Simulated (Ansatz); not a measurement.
# BSiNH (doublet): from Hartree-Fock to the top rungs, cc-pVDZ

One table from this session's results is given with a row withheld; the runs are named, their logs left out.

Program: Ansatz 0.2.0, Gaussian basis. Level of theory: cc-pVDZ, core rule «outside noble gas», up to 7 orbitals frozen. These are calculated values, not measurements.

The runs, in order: UHF; CCSD(T) on ROHF; CCSD(T) on UHF; BCCD(T) on ROHF; CISD; CCSDT(Q) on ROHF; CCSDT(Q) on UHF; CASSCF and MRCISD+Q, 9 electrons in 9 orbitals; CASSCF and NEVPT2, 9 electrons in 9 orbitals.

22 further runs of the same task are left out: 10 that didn't finish, 12 set aside as unsound or not needed.

## What is computed

The geometry is a PBE0/def2-TZVP stationary point (not a proven minimum).

4 atoms, charge 0, spin multiplicity 2.

Atoms are counted from 1 here; the program's logs count them from 0.

Bond lengths: B1–N2 1.266 Å, B1–H4 1.171 Å, N2–Si3 1.683 Å. Angles: N2–B1–H4 180.0°, B1–N2–Si3 180.0°.

The first run:

File in.yaml:

```yaml
crystal:
  periodic: [false, false, false]
  atoms:
    - {symbol: B, position_ang: [0.000000, 0.000000, 0.760975]}
    - {symbol: N, position_ang: [0.000000, 0.000000, -0.505225]}
    - {symbol: Si, position_ang: [0.000000, 0.000000, -2.188225]}
    - {symbol: H, position_ang: [0.000000, 0.000000, 1.932475]}
basis:
  gaussian: {orbitals: cc-pVDZ}
magnetization: {spin_polarized: true, initial_magnetization: 1}
hamiltonian: {xc: hf}
output: {orbitals: {seedname: orbitals}}
```

The run is started by

```bash
> ansatz run in.yaml --threads 1 --pin off --events-out ev --progress --plain --max-ram 2393MiB
```

Among the steps run: UHF; CCSD(T) on ROHF; CCSD(T) on UHF; BCCD(T) on ROHF; CISD; CCSDT(Q) on ROHF; CCSDT(Q) on UHF; CASSCF and MRCISD+Q, 9 electrons in 9 orbitals; CASSCF and NEVPT2, 9 electrons in 9 orbitals.

One table of the session follows, with a row left open; its other results are not shown here.

| method | from UCCSDT(Q) (kJ/mol) |
| --- | --- |
| ROHF | +896.9 |
| UHF | +882.9 |
| RMP2 | +107.2 |
| UMP2 | +110.4 |
| CISD | +129.3 |
| RCCSD | +40.8 |
| UCCSD | +40.3 |
| RCCSD(T) | +5.5 |
| UCCSD(T) | +5.8 |
| BCCD(T) | +5.5 |
| RCCSDT | +3.3 |
| UCCSDT | ? |
| RCCSDT(Q) | +0.4 |
| UCCSDT(Q) | 0 |
| CASSCF frontier | +572.4 |
| MRCISD frontier | +60.1 |
| MRCISD+Q frontier | +8.4 |

Q: Estimate the row for UCCSDT from the others.

**Answer.** from UCCSDT(Q) (kJ/mol): +3.2. In the column «from UCCSDT(Q) (kJ/mol)» it lies between RCCSDT(Q) (+0.4) and RCCSDT (+3.3).

Not comparable, so not listed: CASSCF and NEVPT2, 9 electrons in 9 orbitals (they don't share determinant, frozen orbitals or solution with the rows shown, or repeat one).

Limits of these values: Restricted and unrestricted rows rest on different reference determinants; where their highest levels disagree by more than a few hundredths of an eV, they describe different states and don't form one ladder. Warnings in the runs' records: passed over end.
